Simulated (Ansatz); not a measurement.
# Scan of H₂Al–MgH, singlet

Starting geometry (PBE0/def2-TZVP stationary point for this spin, not checked as a minimum):

```
atom   x (Å)    y (Å)    z (Å)
  Al  0.0000   0.0000   1.2766
  Mg  0.0000   0.0000  -1.4644
   H  0.0000   1.3369   2.1594
   H  0.0000  -1.3369   2.1594
   H  0.0000   0.0000  -3.1801
```

From there H5 moves along the line of the two atoms named below, all else staying in place; atoms are numbered as listed. Energies are in eV, counted from the starting geometry at the same level. Kohn–Sham curves are unrestricted where that lies lower, except RKS.

Basis 6-31G; Ansatz 0.2.0. Only valence electrons are correlated (noble-gas cores frozen). The metal's outer-core shells are frozen, which leaves out core–valence correlation.

Unrestricted Kohn–Sham rows aren't spin-pure: their determinants' ⟨S²⟩ exceeds S(S+1) by up to 1.01, so they mix in states of higher spin.

In so small a basis the reference is far from its limit while semilocal and hybrid functionals are nearer theirs (RPA and double hybrids share part of the reference's basis error), so the functionals' errors here hold much of the reference's basis and frozen-core error, which can add to them or hide them. The set has no polarisation functions, which weighs most on the reference.

Full CI is exact within this basis and frozen core; it isn't the basis-set limit.

| distance Mg2-H5 (Å) | full CI | PBE | revPBE | r2SCAN | PBE0 | B3LYP | r2SCANh | wB97M-V | B2PLYP | RKS PBE0 | RPA-PBE |
| --- | --- | --- | --- | --- | --- | --- | --- | --- | --- | --- | --- |
| 1.382 | 0.915 | 0.859 | 0.880 | 0.841 | 0.841 | 0.814 | 0.835 | 0.797 | 0.831 | 0.841 | 0.921 |
| 1.515 | 0.320 | 0.291 | 0.302 | 0.277 | 0.277 | 0.263 | 0.272 | 0.251 | 0.270 | 0.277 | 0.325 |
| 1.716 | 0.000 | 0.000 | 0.000 | 0.000 | 0.000 | 0.000 | 0.000 | 0.000 | 0.000 | 0.000 | 0.000 |
| 1.868 | 0.025 | 0.043 | 0.037 | 0.058 | 0.058 | 0.065 | 0.062 | 0.076 | 0.063 | 0.058 | 0.020 |
| 2.141 | 0.344 | 0.394 | 0.378 | 0.440 | 0.443 | 0.454 | 0.453 | 0.488 | 0.455 | 0.443 | 0.330 |
| 2.365 | 0.707 | 0.789 | 0.767 | 0.861 | 0.870 | 0.879 | 0.883 | 0.938 | 0.885 | 0.870 | 0.689 |
| 2.813 | 1.414 | 1.592 | 1.563 | 1.711 | 1.748 | 1.741 | 1.743 | 1.867 | 1.804 | 1.748 | 1.410 |
| 3.155 | 1.830 | 2.117 | 2.084 | 2.145 | 2.249 | 2.253 | 2.160 | 2.501 | 2.277 | 2.345 | 1.897 |
| 3.829 | 2.280 | 2.630 | 2.595 | 2.582 | 2.675 | 2.737 | 2.586 | 2.977 | 2.670 | 3.261 | 2.375 |
| 4.714 | 2.436 | 2.785 | 2.763 | 2.800 | 2.786 | 2.932 | 2.796 | 3.075 | 2.791 | 4.012 | 2.443 |
| 5.693 | 2.463 | 2.805 | 2.782 | 2.858 | 2.802 | 2.969 | 2.849 | 3.090 | 2.814 | 4.437 | 2.451 |

Judged by the spread of the error over the points with a reference (largest less smallest), which of these follows full CI best and which worst?

Subtracting the full CI column from each: best RPA-PBE (errors from -0.018 to 0.095, spread 0.113 eV), worst RKS PBE0 (from -0.074 to 1.974, spread 2.048 eV). Functionals and wave-function methods converge differently with the basis, so part of this is basis effect.

r2SCANh at 5.693 Å lies 0.386 eV (16 %) above the reference in this basis. RKS PBE0 keeps both spins in the same orbitals, so it can't give open-shell fragments and ends 1.974 eV too high at 5.693 Å. B2PLYP at 5.693 Å lies 0.351 eV (14 %) above the reference in this basis. revPBE at 5.693 Å lies 0.319 eV (13 %) above the reference in this basis.
